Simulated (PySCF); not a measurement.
# One shape, several levels: [NH3]+ (SMILES [NH3+])

We compute a comparison of 6 runs (U-r2SCAN/SBKJC, U-wB97X-V/SBKJC, UB3LYP/SBKJC, UM06-2X/SBKJC, UMP2/SBKJC, UCCSD(T)/SBKJC) of [NH3]+. Input form: a Python script.

The calculation is run with PySCF 2.14.0.

12 further runs of the same task are left out: 1 that didn't finish, 11 set aside as unsound or not needed.

## (1) The system as given

[NH3]+: 4 atoms, total charge +1, spin state doublet. As SMILES, `[NH3+]`. The N1–H4 distance was set to 1.541 Å, away from the relaxed value. At this shape a bond of the SMILES string is far longer than usual.

Bond lengths: N1–H2 1.028 Å, N1–H3 1.028 Å. Angles: H2–N1–H3 120.0°. A long bond or contact: N1–H4 1.541 Å.

## (2) The energy at U-r2SCAN/SBKJC (core potential) (run 1)

job.py

```python
from pyscf import gto, dft

mol = gto.M(
    atom=[
    ('N', (-0.242091, -0.240761, 0.384071)),
    ('H', (0.268469, -0.478691, 1.243701)),
    ('H', (-1.237691, -0.479461, 0.294591)),
    ('H', (0.484620, 0.479080, -0.769160)),
],
    verbose=3,
    spin=1,
    basis='sbkjc',
    charge=1,
    max_memory=1860,
    ecp={'N': 'sbkjc'},
)

mf = dft.UKS(mol)
mf.xc = 'r2scan'
mf.conv_tol = 1e-10
mf.grids.level = 5
mf.kernel()
if not mf.converged:
    mf = mf.newton().run(mf.mo_coeff, mf.mo_occ)

etot = mf.e_tot
print(f'total energy: {etot:.8f} hartree')
```

Run with:

```
$ OMP_NUM_THREADS=1 python job.py
```

Standard output:

```text
converged SCF energy = -11.2339895370464  <S^2> = 0.76665252  2S+1 = 2.0165838
total energy: -11.23398954 hartree
```

Run time: 3.6 s. Hardware: 1 thread of Arm Neoverse V2, shared host; peak memory 0.18 GiB.

## (3) The energy at U-wB97X-V/SBKJC (core potential) (run 2)

run.py

```python
from pyscf import gto, dft

system = gto.M(
    atom='''
N     -0.242091    -0.240761     0.384071
H      0.268469    -0.478691     1.243701
H     -1.237691    -0.479461     0.294591
H      0.484620     0.479080    -0.769160
''',
    verbose=3,
    ecp={'N': 'sbkjc'},
    charge=1,
    max_memory=1860,
    basis='sbkjc',
    spin=1,
)

ks = dft.UKS(system, xc='wb97x-v')
ks.conv_tol = 1e-10
ks.nlcgrids.level = 1
ks.grids.level = 5
ks.kernel()
if not ks.converged:
    ks = ks.newton().run(ks.mo_coeff, ks.mo_occ)

etot = ks.e_tot
print('E = %.10f Eh' % etot)
```

Run with:

```
$ OMP_NUM_THREADS=1 python run.py
```

Standard output:

```text
WARN: HOMO -0.0410929687699447 >= LUMO -0.0410929687699445

converged SCF energy = -11.228367385904  <S^2> = 0.7609797  2S+1 = 2.0109497
E = -11.2283673859 Eh
```

Wall time 7.8 s (1 thread of Arm Neoverse V2, shared host); peak memory 0.18 GiB.

## (4) A single-point energy at UB3LYP/SBKJC (core potential) (run 3)

calc.py

```python
from pyscf import gto, dft

mol = gto.M(
    atom=[
    ('N', (-0.242091, -0.240761, 0.384071)),
    ('H', (0.268469, -0.478691, 1.243701)),
    ('H', (-1.237691, -0.479461, 0.294591)),
    ('H', (0.484620, 0.479080, -0.769160)),
],
    max_memory=1860,
    ecp={'N': 'sbkjc'},
    charge=1,
    verbose=3,
    spin=1,
    basis='sbkjc',
)

ks = dft.UKS(mol)
ks.xc = 'b3lyp'
ks.grids.level = 5
ks.conv_tol = 1e-10
ks.kernel()
if not ks.converged:
    ks = ks.newton().run(ks.mo_coeff, ks.mo_occ)

e_tot = ks.e_tot
print('Final energy', e_tot)
```

Run with:

```
$ OMP_NUM_THREADS=1 python calc.py
```

Standard output:

```text
WARN: HOMO -0.0630347611245488 >= LUMO -0.0630347611245491

converged SCF energy = -11.252197280849  <S^2> = 0.7635036  2S+1 = 2.0134583
Final energy -11.25219728084897
```

It took 2.4 s on 1 thread of Arm Neoverse V2, shared host; peak memory 0.17 GiB.

Runs 4 to 5 aren't shown in full; the table further down has their settings and results.

## (5) The energy at UCCSD(T)/SBKJC (core potential) (run 6)

calc.py

```python
from pyscf import gto, cc

system = gto.M(
    atom='''
N       -0.242091      -0.240761       0.384071
H        0.268469      -0.478691       1.243701
H       -1.237691      -0.479461       0.294591
H        0.484620       0.479080      -0.769160
''',
    charge=1,
    verbose=3,
    max_memory=1860,
    basis='sbkjc',
    spin=1,
    ecp={'N': 'sbkjc'},
)

mf = system.UHF()
mf.conv_tol = 1e-10
mf.kernel()
if not mf.converged:
    mf = mf.newton().run(mf.mo_coeff, mf.mo_occ)

mycc = cc.CCSD(mf)
mycc.kernel()
e_t = mycc.ccsd_t()
e_tot = mycc.e_tot + e_t
print('E = %.10f Eh' % e_tot)
```

Run with:

```
$ OMP_NUM_THREADS=1 python calc.py
```

Standard output:

```text
converged SCF energy = -10.9978565268551  <S^2> = 0.86127228  2S+1 = 2.108338
E(UCCSD) = -11.1035518482637  E_corr = -0.1056953214086089
UCCSD(T) correction = -0.00133057217298278
E = -11.1048824204 Eh
```

Wall time 0.72 s (1 thread of Arm Neoverse V2, shared host); peak memory 0.12 GiB.

## (6) All runs side by side

```
run                             level  nlc grid  integration grid  energy (Eh)  HOMO energy (eV)  LUMO energy (eV)   ⟨S²⟩  wall time
  1   U-r2SCAN/SBKJC (core potential)         –                 5   -11.233990            -17.70            -12.25  0.767      3.6 s
  2  U-wB97X-V/SBKJC (core potential)         1                 5   -11.228367            -21.30             -9.46  0.761      7.8 s
  3     UB3LYP/SBKJC (core potential)         –                 5   -11.252197            -18.56            -12.14  0.764      2.4 s
  4    UM06-2X/SBKJC (core potential)         –                 5   -11.220496            -20.17            -10.59  0.769      3.3 s
  5       UMP2/SBKJC (core potential)         –                 –   -11.079352            -23.08             -5.74  0.861      0.6 s
  6   UCCSD(T)/SBKJC (core potential)         –                 –   -11.104882            -23.08             -5.74  0.861     0.72 s
```

## (7) What came out

```
                                                         quantity         value
                                              run 6: total energy  -11.10488 Eh
run 6: HOMO energy (Hartree–Fock orbitals) (highest over α and β)     -23.08 eV
 run 6: LUMO energy (Hartree–Fock orbitals) (lowest over α and β)      -5.74 eV
                                        run 6: correlation energy    -107.0 mEh
                                            run 6: (T) correction     -1.33 mEh
                         run 6: ⟨S²⟩ of the reference determinant         0.861
                                             run 6: T1 diagnostic         0.036
```

**Reading.** Totals of different functionals can't be ranked against each other. Spin contamination of the reference: run 5 ⟨S²⟩ = 0.86, run 6 ⟨S²⟩ = 0.86. All runs together took 18 s, the longest 7.8 s.
